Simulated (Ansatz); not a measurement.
System: CHO$_{2}$, net charge 0, doublet state. It need not be the lowest isomer of its formula. SMILES: O=[C]O
Geometry from a B3LYP-D3(BJ)/def2-TZVP (Ansatz, a program for electronic structure) optimisation:
```xyz
4

O     -1.0465    -0.3887    -0.0006
C     -0.0138     0.4391     0.0046
O      1.1479     0.2237    -0.0014
H     -0.7282    -1.3146    -0.0112
```
Charge 0, spin multiplicity 2.

Parts of the frozen-core correlation energy in cc-pVDZ (Ansatz, hartree). Frozen orbitals: 3; correlated occupied orbitals by spin: 9 and 8; virtual: 35 and 36. Open shells are spin-unrestricted. No spin-orbit coupling. No relativistic terms.

```tsv
term	value
reference (HF)	-188.14757
MP2 opposite-spin	-0.34312
MP2 same-spin	…
CCSD correlation	…
(T)	…
T1 diagnostic	0.023
largest doubles amplitude	0.068
<S^2> of the reference	0.762
```

Q: Fill in the missing entries.

A: 
- MP2 same-spin, value: -0.13123
- CCSD correlation, value: -0.48463
- (T), value: -0.01538
